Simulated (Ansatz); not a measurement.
# AlBH5N: ladder of basis sets

How does the energy of AlBH5N converge with the basis? Aim: a ladder of basis sets, for AlBH5N, run from a script. SMILES: B[NH][AlH2].

Computed with the Python package of Ansatz 0.2.0. The levels of theory stand in the script.

## 1. Starting point

Bond lengths: B1–N2 1.480 Å, N2–Al3 1.896 Å, B1–H4 1.130 Å, B1–H5 1.225 Å, N2–H6 1.044 Å, Al3–H7 1.629 Å, Al3–H8 1.546 Å. Angles: B1–N2–Al3 105.0°, B1–N2–H6 108.6°, Al3–N2–H6 108.0°, N2–B1–H4 122.1°, N2–B1–H5 120.6°, H4–B1–H5 115.7°, N2–Al3–H7 118.4°, N2–Al3–H8 120.5°, H7–Al3–H8 114.2°.

The script holds or builds the structure itself.

## 2. The code

albh5n.py

```python
from dataclasses import dataclass

import ansatz as az
from ase import Atoms


@dataclass
class Settings:
    method: str = "mp2"


cfg = Settings()

atoms = Atoms(["B", "N", "Al", "H", "H", "H", "H", "H"], positions=[
    [-0.6804, 0.7855, -0.7018],
    [0.1838, 0.8034, 0.4996],
    [0.9481, -0.9303, 0.5786],
    [-1.5846, 0.1126, -0.7818],
    [-0.607, 1.6785, -1.5369],
    [-0.4196, 0.9287, 1.3425],
    [2.1635, -1.2879, -0.4455],
    [0.0884, -2.1477, 0.9896],
])
albh5n = az.Crystal.molecule_from_ase(atoms)

setup = albh5n.calculation().correlation(cfg.method)

energies = {}
for basis in ["cc-pVDZ", "cc-pVTZ"]:
    data = setup.basis(gaussian=basis).run(threads=1).report
    size = data["n_frozen"] + data["n_occupied"][0] + data["n_virtual"][0]
    energies[basis] = (data["reference_energy_ev"] / 27.211386246, data["free_energy_ev"] / 27.211386246)
    print(f"{basis:14s} {size:4d} orbitals  reference {energies[basis][0]:14.6f} Ha  total {energies[basis][1]:14.6f} Ha")

small, large = (energies[b][1] - energies[b][0] for b in ("cc-pVDZ", "cc-pVTZ"))
limit = (3 ** 3 * large - 2 ** 3 * small) / (3 ** 3 - 2 ** 3)
print(f"correlation energy: {small:.6f} and {large:.6f} Ha, extrapolated {limit:.6f} Ha")
print(f"share caught by the larger set: {100 * large / limit:.1f} %")
```

## 3. The input behind the calls

The package turns the script's settings into the engine's input (first run):

```yaml
crystal:
  periodic: [false, false, false]
  atoms:
    - { symbol: B, position_ang: [-0.6804, 0.7855, -0.7018] }
    - { symbol: "N", position_ang: [0.1838, 0.8034, 0.4996] }
    - { symbol: Al, position_ang: [0.9481, -0.9303, 0.5786] }
    - { symbol: H, position_ang: [-1.5846, 0.1126, -0.7818] }
    - { symbol: H, position_ang: [-0.607, 1.6785, -1.5369] }
    - { symbol: H, position_ang: [-0.4196, 0.9287, 1.3425] }
    - { symbol: H, position_ang: [2.1635, -1.2879, -0.4455] }
    - { symbol: H, position_ang: [0.0884, -2.1477, 0.9896] }
basis:
  gaussian:
    orbitals: cc-pVDZ
correlation:
  method: mp2
```

## 4. The run

Launch:

```bash
$ python albh5n.py
```

**Question.** How far does the total energy move along this ladder of basis sets?

**Answer**, as computed:

| quantity | value |
| --- | --- |
| extrapolated correlation energy | -0.432891 Ha |
| runs compared | 2 |
| correlation energy, last run | -10.908 eV |

**Reading.** Against cc-pVDZ: cc-pVTZ -117.4 mHa. The last step alone is -117.40 mHa. From the first set to the last the time grows from 0.6 to 2.6 s. The drop along the ladder measures the basis error, and is no property of the molecule. The geometry is a force-field or estimated start, not a minimum of this method, and the last set is no limit. Much of the fall in a total is atomic energy, which cancels in bond and reaction energies. Inner cores stay frozen, so this is valence correlation. For Al to Cl the sets with a tight d function, cc-pV(X+d)Z, are usual. An extrapolation from small basis sets is rough.
